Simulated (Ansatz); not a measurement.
Barrier height from H + H2S (SMILES S) to the transition structure H3S, without zero-point energy, on the benchmark's geometries as Psi4's copy of the set gives them.
Transition structure (charge 0, multiplicity 2):
```
atom    x (Å)    y (Å)   z (Å)
----  -------  -------  ------
H      1.2621  -0.2201  0.0000
S      0.0000   0.2232  0.0000
H     -0.5006  -1.1154  0.0000
H     -0.7615  -2.2349  0.0000
```
Reactant (charge 0, multiplicity 1):
```xyz
3

S      0.000     0.000     0.103
H      0.000     0.966    -0.820
H      0.000    -0.966    -0.820
```

Open shells are unrestricted; no spin–orbit coupling.

Correlated levels freeze the cores. CBS(a, b) extrapolates the correlation energy as X⁻³ and adds the Hartree–Fock energy of set b.

Codes used: Ansatz (Gaussian basis) for Hartree–Fock, density functionals and correlated methods. Each number belongs to the level named beside it.

Problem. What is the computed barrier height (revPBE/def2-TZVPPD)?

Solution. -0.3 kcal/mol

Problem. Estimate the barrier height that HF/cc-pVDZ returns for this input.

Solution. 11.5 kcal/mol

Problem. Estimate the barrier height that CCSD(T)/CBS(aug-cc-pV(D+d)Z, aug-cc-pV(T+d)Z) returns for this input.

Solution. 3.6 kcal/mol

Ansatz is a first-principles code.
